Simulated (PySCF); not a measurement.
MgH₃⁻ (singlet). All numbers come from PBE0 in PySCF with Mg def2-TZVPD, H def2-TZVPD; no relativity; density-fitted integrals.

Harmonic bands of its minimum:

| ω (cm⁻¹) | IR (km/mol, summed over degenerate members) | degeneracy |
| --- | --- | --- |
| 546 | 720 | 1 |
| 594 | 874 | 2 |
| 1284 | 1630 | 2 |
| 1359 | 0.0 | 1 |

The central atom is Mg. Infer the point group and assign the bands.

D3h. The modes span a2'' + 2e' + a1': 546 a2'', 594 e', 1284 e', 1359 a1'. The computed geometry has Mg–H 1.809 Å (×3); H–Mg–H 120.0° (×3).

Only a few start shapes were tried, so a lower isomer may exist. The lowest empty level of this anion is unbound, so it and the gap depend on the basis.
